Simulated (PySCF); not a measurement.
H₇PSi₂.
Structure used (PBE0-D3(BJ)/def2-SVP), in Å, numbered top down from 1:
```xyz
10
H7PSi2 angstrom
Si    -1.655    0.093    0.002
P      0.165    1.368   -0.428
Si     1.704   -0.199    0.118
H     -1.755   -0.924   -1.088
H     -2.867    0.965   -0.029
H     -1.594   -0.613    1.319
H      0.174    2.002    0.854
H      1.688   -1.231   -0.961
H      1.442   -0.866    1.431
H      3.050    0.447    0.158
```

Linear response at B3LYP/def2-SVPD (PySCF, frozen core in the response, non-relativistic).

Static isotropic polarisability: 88.18 au (13.07 Å³), principal values 73.3, 85.3, 105.9 au.

(1) What is the polarisability at 1064 nm and at the sodium D line?

(2) What is the isotropic C6 coefficient between two such molecules, C6 = (3/π)∫α(iω)² dω?

(3) Which effective excitation energy ω̄ makes London's formula C6 = (3/4)α²ω̄ exact here?

(4) What molar refraction at the D line follows from R = (4π/3)·N_A·α′, with α′ the polarisability volume?

(5) How anisotropic is the static polarisability, by Δα² = ½[(α1 − α2)² + (α2 − α3)² + (α3 − α1)²]?

(6) The lowest 6 singlets have (eV, f): 6.05, 0.025; 6.08, 0.032; 6.34, 0.066; 6.42, 0.044; 6.78, 0.006; 7.14, 0.010. What share of the static polarisability do they carry in the sum over states α = Σ f/ω²?

Answers

(1) 89.30 au at 1064 nm (+1.3 %), 91.97 au at 589.3 nm (+4.3 %). The rise at 589.3 nm is 3.39 times that at 1064 nm; a pure ω² law gives 3.26. The lowest singlet lies at 205 nm, shorter than both wavelengths.

(2) 2418 au (Eh·bohr⁶) by a ten-point quadrature over imaginary frequencies, which is 1440 eV·Å⁶ or 139 J·nm⁶/mol.

(3) ω̄ = 4·C6/(3α²) = 0.415 Eh = 11.3 eV. A one-pole form α(ω) = α/(1 − ω²/ω̄²) fitted to the 1064 nm value gives 10.4 eV.

(4) α′ = 13.63 Å³ gives R = 34.38 cm³/mol, for isolated, non-vibrating species.

(5) Δα = 28.6 au, or 0.32 of the isotropic value.

(6) 3.39 au, 3.8 % of α; the largest term, 1.21 au, is that of the state at 6.34 eV. Their oscillator strengths add up to 0.18. Higher states carry the rest.

Cost: about 18 s of CPU time on one thread; the machine was shared, so the figure is rough. This is the whole response run at B3LYP/def2-SVPD, SCF included.
